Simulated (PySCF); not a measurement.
# AlCl and its ions

RHF-CCSD(T); PySCF, no relativity, basis sets Al def2-TZVPPD, Cl def2-TZVPPD. Neutral (RHF): singlet (closed shell), Re = 2.150 Å, ωe = 478 cm⁻¹, De = 5.10 eV.

AlCl⁺ (UHF): doublet (σ ↑), Re = 2.031 Å, ωe = 602 cm⁻¹, De = 1.84 eV to Al⁺ + Cl. The energies at the minima are -701.77944 hartree for AlCl and -701.44169 for AlCl⁺.

Task: Work out the adiabatic ionisation energy, without and with harmonic zero-point energies (1 hartree = 27.2114 eV, 1 eV = 8065.5 cm⁻¹), and the change of the bond length.

Result: At CCSD(T): 0.33775 hartree = 9.191 eV between the minima; the zero-point term (602.0 − 478.0)/2 cm⁻¹ = +0.008 eV makes it 9.198 eV. Re changes by -11.9 pm against the neutral. The electron leaves a σ orbital, and the shorter bond of the ion fits an antibonding orbital, or a change in how ionic the bond is.

Correlated steps freeze 10 core orbitals. For an ion De counts to the pair picked by the measured ionisation energies or electron affinities, which need not be the lowest pair at this level. Where the molecule has an RHF reference, its open-shell atoms are computed with UHF. States were picked by a PBE0 search and need not be the measured ground states.

Neutral and ion stand on different kinds of reference determinant, which adds to the error of the difference.
